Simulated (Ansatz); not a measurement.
Basis-set extrapolation for C7H16, SMILES `CC(C)CC(C)C` (PBE0-D4/def2-TZVP geometry, frozen core, Ansatz 0.2.0). Multiplicity 1, RHF reference.

```tsv
	def2-TZVPP	def2-QZVPP
HF	-274.498357	-274.511426
MP2 correlation	-1.247019	-1.323244
CCSD(T) correlation	-1.379080	not run
```

Energies in hartree. Use E(X) = E(∞) + A·exp(−7.88·√X) for Hartree–Fock and E(X) = E(∞) + B·X^(−2.97) for correlation, with X = 3 and 4, and add CCSD(T) minus MP2 of the smaller set to the MP2 limit.

Task: What is the CCSD(T) energy at the basis-set limit?

Result: HF limit: -274.511426 + (-0.013069) × 0.13774 = -274.51323. MP2 limit: -1.323244 + (-0.076225) × 0.74074 = -1.37971. Higher-order term: -1.379080 − (-1.247019) = -0.13206. Total: -276.02500 hartree, 92.6 kcal/mol below CCSD(T)/def2-TZVPP.
